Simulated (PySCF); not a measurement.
# C2H4F2 (Ethane, 1,1-difluoro-): the cost of one run

Computed with PySCF 2.14.0, with density-fitted response routines of our own, on a single molecule in the gas phase. Atoms count from 0, in the outputs and in this text.

**1. The starting structure**

8 atoms, charge 0, multiplicity 1; geometry from: GFN2-xTB. The atoms were then displaced at random by about 0.01 Å, so the start is not that level's minimum.

Bonds of the start (Å): C0–C1 1.49, C1–F2 1.35, C1–F3 1.37, C0–H4 1.11, C0–H5 1.06, C0–H6 1.11, C1–H7 1.11.

**2. Optimising the geometry at PBE0-D3(BJ)/def2-SVP**

Job settings and geometry (Å):

```
{"job": {"xc": "PBE0", "basis": "def2-SVP", "d3": "d3bj", "grid": 1, "shake": 0.01, "kind": "geom"}, "charge": 0, "multiplicity": 1}
C     -0.760940    -0.182420     0.010060
C      0.696060     0.129970     0.061370
F      1.379200    -0.760470    -0.691480
F      1.007840     1.357570    -0.465250
H     -1.119540    -0.119660    -1.038090
H     -0.975940    -1.143430     0.403100
H     -1.308630     0.581420     0.591480
H      1.137080     0.117860     1.076350
```

On the command line:

```bash
$ OMP_NUM_THREADS=1 python probes_run.py task.json out
```

One launch serves the whole session: the jobs run in the order shown.

**Question.** How long does this first job take on 1 thread of Arm Neoverse V1, shared host, and how much memory does it need?

About 12 s, with a peak of 0.33 GiB.
